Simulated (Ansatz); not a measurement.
A nudged elastic band was laid between two geometries of AlClFH (4 atoms, charge 0, multiplicity 1).

Level of theory: Ansatz 0.2.0, RKS B3LYP-D4/6-31G*.

- movable images: 7
- climbing image: yes
- spring: 5.0 eV/Å²
- optimiser: quadratic models (default)
- start path: through a guess of the saddle point
- force threshold: 0.03 eV/Å
- iteration limit: 60
- end points: relaxed

First end point:

```xyz
4
Properties=species:S:1:pos:R:3
Al 0.353 0.000 0.339
H 0.067 0.000 1.879
Cl 2.310 0.000 -0.422
F -0.896 0.000 -0.736
```

Last end point:

```xyz
4
Properties=species:S:1:pos:R:3
Al -1.714 0.000 -0.420
H 2.277 0.000 1.995
Cl 1.628 0.000 0.881
F -0.356 0.000 -1.398
```

Problem. Which bonds break or form, and what moves?

Solution. Bonds broken: Al1–H2, Al1–Cl3. Bonds formed: H2–Cl3. AlClFH becomes AlF + ClH.

Problem. What energy profile does the band end with?

Solution. It converged. The highest image is number 3 of 0 to 8, 3.02 eV above the first end and 0.93 eV above the last; the last end lies 2.09 eV above the first. Neighbouring images differ by up to 1.4 eV, so the band resolves the path poorly. A vibrational analysis at the climbing image gives one clearly imaginary mode, 1028i cm⁻¹: a first-order saddle point. The orbitals stay closed-shell, which can raise the energy where a bond breaks towards radicals; this wasn't checked here.

```json
{"image": "0", "path coordinate (Å)": "0.00", "energy (eV)": "0.00", "Al1–H2 (Å)": "1.57", "Al1–Cl3 (Å)": "2.10", "H2–Cl3 (Å)": "3.21"}
{"image": "1", "path coordinate (Å)": "0.51", "energy (eV)": "0.43", "Al1–H2 (Å)": "1.55", "Al1–Cl3 (Å)": "2.10", "H2–Cl3 (Å)": "2.69"}
{"image": "2", "path coordinate (Å)": "1.02", "energy (eV)": "1.86", "Al1–H2 (Å)": "1.56", "Al1–Cl3 (Å)": "2.25", "H2–Cl3 (Å)": "2.15"}
{"image": "3", "path coordinate (Å)": "1.53", "energy (eV)": "3.02", "Al1–H2 (Å)": "1.70", "Al1–Cl3 (Å)": "2.57", "H2–Cl3 (Å)": "1.69"}
{"image": "4", "path coordinate (Å)": "2.11", "energy (eV)": "2.33", "Al1–H2 (Å)": "2.26", "Al1–Cl3 (Å)": "3.07", "H2–Cl3 (Å)": "1.33"}
{"image": "5", "path coordinate (Å)": "2.69", "energy (eV)": "2.16", "Al1–H2 (Å)": "2.97", "Al1–Cl3 (Å)": "3.54", "H2–Cl3 (Å)": "1.29"}
{"image": "6", "path coordinate (Å)": "3.27", "energy (eV)": "2.13", "Al1–H2 (Å)": "3.66", "Al1–Cl3 (Å)": "3.52", "H2–Cl3 (Å)": "1.29"}
{"image": "7", "path coordinate (Å)": "3.85", "energy (eV)": "2.11", "Al1–H2 (Å)": "4.12", "Al1–Cl3 (Å)": "3.45", "H2–Cl3 (Å)": "1.29"}
{"image": "8", "path coordinate (Å)": "4.43", "energy (eV)": "2.09", "Al1–H2 (Å)": "4.66", "Al1–Cl3 (Å)": "3.59", "H2–Cl3 (Å)": "1.29"}
```

Problem. What is the geometry of the highest image?

Solution. 
```xyz
4
Properties=species:S:1:pos:R:3
Al -0.353 0.000 0.455
H 1.039 0.000 1.436
Cl 2.203 0.000 0.209
F -1.055 0.000 -1.041
```

Run time: 3.2 min on 1 thread of Arm Neoverse V2, with other jobs on the host, peak memory 0.1 GiB.
